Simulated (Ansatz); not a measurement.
A geometry relaxed with B3LYP-D3(BJ)/def2-TZVP run with Ansatz (a first-principles code), charge 0, multiplicity 1:

```xyz
8

C      1.3118     0.0493    -0.0903
H     -1.7609    -0.9037     0.1633
H     -1.0796     0.5599     0.9348
O      1.2794     1.2464    -0.1483
H      2.2255    -0.5586    -0.1210
O      0.2520    -0.7588     0.0212
C     -1.0302    -0.1056     0.0743
H     -1.1981     0.4711    -0.8340
```

**Question.** Write the SMILES of this molecule.

**Answer.** `COC=O`
